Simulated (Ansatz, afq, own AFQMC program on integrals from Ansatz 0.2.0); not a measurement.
**NH₃ + HO, doublet: a scan with AFQMC**

```xyz
6

N    -1.1775    0.0111   -0.0261
H    -1.4748    0.9789   -0.0261
H    -1.4748   -0.3912    0.8542
H    -0.1651    0.0111   -0.0261
O     1.1395    0.0111   -0.0261
H     1.3913   -0.9289   -0.0261
```

A hydrogen atom is moved from one rigid fragment to the other; the N1–H4 distance tells how far. The two fragments are held close together, so this isn't a minimum-energy path and the start is a compressed complex. Energies in eV count from this geometry (1.012 Å) at the same level; the start stands on UHF, each point on the determinant named.

Basis cc-pVTZ. Only valence electrons are correlated. AFQMC by an in-house program on the Cholesky factors that Ansatz 0.2.0 writes for its CCSD(T) run. ph-AFQMC/CISD is guided by a CISD state made of CCSD amplitudes; releasing the constraint for a short imaginary time cuts its bias at the price of noise, slowly where states lie close. Uncertainties: one standard error, sampling alone.

```tsv
r(N1–H4) / Å	det.	T1	weight	⟨S²⟩	PBE0	r2SCAN	CCSD(T)
1.102	UHF	0.038	0.84	0.78	-0.108	-0.130	-0.051
1.147	UHF	0.029	0.86	0.79	-0.148	-0.173	-0.097
1.192	UHF	0.021	0.87	0.78	-0.195	-0.216	-0.173
1.237	UHF	0.025	0.86	0.77	-0.249	-0.259	-0.265
1.327	UHF	0.018	0.88	0.76	-0.319	-0.293	-0.424
```

Q: Estimate the curve of phaseless AFQMC with a CISD trial, counted from the same start.

A: 
```csv
r(N1–H4) / Å,det.,T1,weight,⟨S²⟩,ph-AFQMC/CISD
1.102,UHF,0.038,0.84,0.78,-0.047 ± 0.009
1.147,UHF,0.029,0.86,0.79,-0.076 ± 0.007
1.192,UHF,0.021,0.87,0.78,-0.166 ± 0.010
1.237,UHF,0.025,0.86,0.77,-0.257 ± 0.010
1.327,UHF,0.018,0.88,0.76,-0.424 ± 0.008
```

Weight is that of the determinant in the CISD state; at the start T1 is 0.031 and the weight 0.86, and ⟨S²⟩ is 0.77. Symmetry can't show for every point that it stays on the start's state. Largest departures from phaseless AFQMC with a CISD trial: CCSD(T) -0.020 eV at 1.147 (on UHF). The walk's constraint bias lies outside its error bars, so these are departures and not errors. The functionals aren't scored here.
